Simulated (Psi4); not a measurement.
Internal rotation in SMILES C=CC=C (C4H6), singlet. Scanned: dihedral C1–C2–C3–C4; all other coordinates were relaxed at GFN2-xTB. Points at φ and −φ are mirror images.

Geometry of the scan point at 30° (Å):
```
10

C      1.8380     0.0402     0.3155
C      0.6738    -0.0024    -0.3196
C     -0.6308    -0.0408     0.3259
C     -0.9155     0.5011     1.5030
H      1.8977     0.0476     1.3908
H      2.7743     0.0614    -0.2155
H      0.6559    -0.0508    -1.4016
H     -1.4144    -0.5252    -0.2439
H     -0.1732     1.0267     2.0799
H     -1.9024     0.4466     1.9299
```

Calculation: DF-MP2 (frozen core)/cc-pVTZ // GFN2-xTB run with Psi4 1.11.

Scanned values (°): -150, -120, -90, -60, -30, 0, 30, 60, 90, 120, 150, 180.

**Question.** Describe the profile: where are the wells and the tops?

**Answer.** Lower than their neighbours: -30° (13.1 kJ/mol), 30° (13.1 kJ/mol), 180° (0.0 kJ/mol). Higher than their neighbours: -90° (26.6 kJ/mol), 0° (15.7 kJ/mol), 90° (26.6 kJ/mol). The whole profile spans 26.6 kJ/mol.
